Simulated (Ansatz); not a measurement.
```yaml
crystal:
  periodic: [false, false, false]
  atoms:
    - {symbol: B, position_ang: [0.000000, 0.000000, -1.490326]}
    - {symbol: B, position_ang: [0.000000, 0.000000, 0.000000]}
    - {symbol: B, position_ang: [0.000000, 0.000000, 1.490326]}
basis:
  gaussian: {orbitals: def2-TZVP}
magnetization: {spin_polarized: true, initial_magnetization: 3}
hamiltonian: {xc: pbe0}
relax: {f_tol: 0.004, max_steps: 80}
```

```sh
$ ansatz run in.yaml --threads 1 --pin off --events-out ev --progress --plain --max-ram 2176MiB
```

Steps of the relaxation (energy above the last step; positions in Å, forces in eV/Å):

```
3
step 1, 33.1 meV
B     0.000    0.000   -1.490    0.000    0.000   -1.091
B     0.000    0.000    0.000    0.000    0.000    0.000
B     0.000    0.000    1.490    0.000    0.000    1.091
```

```
3
step 2, 2.2 meV
B     0.000    0.000   -1.513    0.000    0.000   -0.275
B     0.000    0.000    0.000    0.000    0.000    0.000
B     0.000    0.000    1.513    0.000    0.000    0.275
```

```
3
step 3, 0.0 meV
B     0.000    0.000   -1.521    0.000    0.000    0.004
B     0.000    0.000    0.000    0.000    0.000    0.000
B     0.000    0.000    1.521    0.000    0.000   -0.004
```

Close pairs at the end: B2–B3 1.521 Å, B1–B2 1.521 Å.

A stationary point of unrestricted PBE0 after 3 steps, with ⟨S²⟩ = 3.757 against 3.75 for a pure state; no frequencies were run, so it isn't proven a minimum. 7.5 s on 1 thread of AMD EPYC 9R45, shared host.
